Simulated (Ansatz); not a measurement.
Born–Oppenheimer molecular dynamics of BH$_{6}$NO (9 atoms, charge 0, multiplicity 1). It starts at the highest image of a converged band, a first-order saddle point between two minima.

Method: RKS PBE0/def2-SVP in Ansatz.

```
ensemble                      : NVE (velocity Verlet)
time step                     : 0.5 fs
steps asked                   : 200
starting velocities drawn for : 100 K
seed                          : 5636
```

First frame:

```xyz
9
Properties=species:S:1:pos:R:3
B 0.162 0.342 0.200
O -0.281 -0.209 1.647
H -1.170 -0.580 1.613
H 1.290 -0.036 -0.043
H -0.702 0.078 -0.620
N 0.083 1.816 0.718
H 0.963 2.316 0.807
H -0.601 2.421 0.271
H -0.303 0.954 1.709
```

(1) What does the run give?

(2) What happens to the structure?

(3) How do temperature and energy run in time?

Results:

(1) The run went to its last step.

```
steps done                                               : 200
time covered                                             : 100 fs
mean temperature over the second half                    : 426 K
spread of the potential energy over the second half      : 7.1 meV per atom
mean potential energy of the second half above the start : -32.8 meV per atom
```

The conserved energy stayed within 0.15 meV per atom of its start (net change -0.022 meV per atom), so the integration is sound. The kinetic energy rose, since the run started high on the potential surface and went downhill. It ends in pieces (BH3O + H3N), so much of that is their flight and rotation, not heat. A run of 0.1 ps of so small a system gives no equilibrium averages. The orbitals stay closed-shell, which can raise the energy where a bond breaks towards radicals; this wasn't checked here.

(2) Between its relaxed ends the band would form O2–H9 and break B1–O2, N6–H9. These pairs go: O2–H9 1.16 → 3.07 Å, B1–O2 1.61 → 1.36 Å, N6–H9 1.37 → 1.02 Å. In the last frame they stand as before the step (other bonds may differ from the relaxed reactants and products). Also parted: B1–N6 1.56 → 2.06 Å. It ends as BH3O + H3N. Pairs count as bonded within 1.25 times the sum of covalent radii (0.12 Å more for H–H). This is one draw of velocities; another would differ in detail.

(3) 
```
time (fs)  T (K)  potential energy less start (eV)  conserved less start (meV/atom)
        0    100                             0.000                             0.00
        8     37                             0.058                             0.06
       16     28                             0.066                             0.09
       24    363                            -0.238                             0.02
       32    752                            -0.590                             0.02
       40    699                            -0.542                            -0.01
       48    658                            -0.506                            -0.09
       56    427                            -0.295                             0.04
       64    260                            -0.144                             0.09
       72    368                            -0.243                            -0.07
       80    547                            -0.405                            -0.04
       88    442                            -0.310                            -0.01
       96    465                            -0.330                            -0.02
```

The run took 3.4 min on 2 threads of Arm Neoverse V2, on a shared host, peak memory 0.12 GiB.
